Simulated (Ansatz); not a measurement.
We consider cuprite Ag2O, described by LDA in Ansatz (plane waves, PAW).

Settings: plane-wave cutoff 520 eV, 8×8×8 k mesh, Fermi–Dirac smearing 0.01 eV, no spin polarisation, scalar-relativistic PAW data made under PBE.

Computed at the level's own relaxed cell.

Problem. Predict the pressure derivative B′ of the bulk modulus, band gap, volume per atom and lattice parameter a.

Solution. 
- pressure derivative B′ of the bulk modulus: 5.1
- band gap: 0.11 eV
- volume per atom: 16.61 Å³/atom
- lattice parameter a: 4.637 Å

Measured, for comparison: band gap 1.2 eV (temperature not stated, no zero-point or thermal correction, photoconductivity; as tabulated in He and Franchini (2017), arXiv:1706.08159); equilibrium volume per atom 17.81 Å³/atom, lattice constant a 4.745 Å (15 K, zero-point motion not removed; as tabulated in Gupta et al. (2014), arXiv:1311.4701). Computed (rounded) less measured: equilibrium volume per atom -6.7 %, lattice constant a -2.3 %.

Spin–orbit coupling is not included.

The computed numbers hold no vibrational or temperature effects.

Cost on a shared machine: very roughly 80 core-seconds.

Ansatz is a quantum-chemistry and plane-wave program.
